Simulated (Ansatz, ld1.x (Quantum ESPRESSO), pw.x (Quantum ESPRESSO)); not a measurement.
## pw.x on diamond Ge: one setting changed

Potential: ultrasoft, ld1.x (Quantum ESPRESSO) 7.5, PBE; core [Ar] 3d10, reference 4s2 4p2; waves: 4s (bound): rcut 1.55, rcutus 1.90 bohr; 4s channel at -0.4 Ry: rcut 1.55, rcutus 1.90 bohr; 4p (bound): rcut 1.65, rcutus 2.25 bohr; 4p channel at 0.1 Ry: rcut 1.65, rcutus 2.25 bohr; 4d channel at 0.25 Ry: rcut 1.80, rcutus 2.35 bohr; 4d channel at 2.85 Ry: rcut 1.80, rcutus 2.35 bohr; local part: all-electron potential smoothed inside 1.60 bohr (lloc = -1); core correction: Bessel-smoothed model core, default radius (core density twice the valence density); augmentation: PSQ, radius 1.50 bohr.

The reference run (k-mesh 8³, cutoffs 40/320 Ry, Fermi–Dirac 0.01 Ry, mixing_beta 0.4, conv_thr 1e-9, no spin) gives 0.28 GPa at 23.951 Å³/atom, where all-electron LAPW gives 0.00 GPa. This run, with its own iteration cap, changes smearing to gauss.

```
&control
  calculation='scf', prefix='x', pseudo_dir='./', outdir='./tmp', tstress=.true., disk_io='none'
/
&system
  ibrav=0, nat=2, ntyp=1, ecutwfc=40, ecutrho=320, nbnd=11,
  occupations='smearing', smearing='gauss', degauss=0.01
/
&electrons
  conv_thr=1e-09, mixing_beta=0.4, electron_maxstep=50
/
ATOMIC_SPECIES
Ge 1.0 Ge.UPF
CELL_PARAMETERS angstrom
  0.00000000 2.88253474 2.88253474
  2.88253474 0.00000000 2.88253474
  2.88253474 2.88253474 0.00000000
ATOMIC_POSITIONS crystal
Ge 0.0000 0.0000 0.0000
Ge 0.2500 0.2500 0.2500
K_POINTS automatic
8 8 8 0 0 0
```

```bash
pw.x < Ge.scf.in > Ge.scf.out
```

Question: How does the run end?

Answer: It converges in 7 iterations; the free energy moves by +2.1 meV/atom and the pressure by -0.10 GPa. Gaussian smearing of the same width is narrower in effect than Fermi–Dirac, so its quadratic term in F is smaller.

```
Message from routine setup:
     using ibrav=0 with symmetry is DISCOURAGED, use correct ibrav instead
     lattice parameter (alat)  =       7.7035  a.u.
     unit-cell volume          =     323.2587 (a.u.)^3
     number of electrons       =         8.00
     number of Kohn-Sham states=           11
     kinetic-energy cutoff     =      40.0000  Ry
     charge density cutoff     =     320.0000  Ry
     scf convergence threshold =      1.0E-09
     Exchange-correlation= PBE
     number of k points=    29  Gaussian smearing, width (Ry)=  0.0100
     iteration #  1     ecut=    40.00 Ry     beta= 0.40
     total energy              =     -45.90843753 Ry
     estimated scf accuracy    <       0.02941418 Ry
     iteration #  2     ecut=    40.00 Ry     beta= 0.40
     total energy              =     -45.90755268 Ry
     estimated scf accuracy    <       0.00911516 Ry
     iteration #  3     ecut=    40.00 Ry     beta= 0.40
     total energy              =     -45.90785542 Ry
     estimated scf accuracy    <       0.00008497 Ry
     iteration #  4     ecut=    40.00 Ry     beta= 0.40
     total energy              =     -45.90786629 Ry
     estimated scf accuracy    <       0.00000152 Ry
     iteration #  5     ecut=    40.00 Ry     beta= 0.40
     total energy              =     -45.90786670 Ry
     estimated scf accuracy    <       0.00000020 Ry
     iteration #  6     ecut=    40.00 Ry     beta= 0.40
     total energy              =     -45.90786673 Ry
     estimated scf accuracy    <          5.1E-09 Ry
     iteration #  7     ecut=    40.00 Ry     beta= 0.40
     the Fermi energy is     5.2068 ev
!    total energy              =     -45.90786673 Ry
     estimated scf accuracy    <          5.7E-10 Ry
     smearing contrib. (-TS)   =      -0.00007864 Ry
     The total energy is F=E-TS. E is the sum of the following terms:
     one-electron contribution =       4.49282030 Ry
     hartree contribution      =       1.21224669 Ry
     xc contribution           =     -35.79027658 Ry
     ewald contribution        =     -15.82257851 Ry
     convergence has been achieved in   7 iterations
          total   stress  (Ry/bohr**3)                   (kbar)     P=        1.78
     Message from routine punch:
     Nothing written, as per user request (disk_io='none')
```

The run took about 7.8 s on one core of a shared host (Neoverse-V1, 32 threads, 247 GiB, load 12).
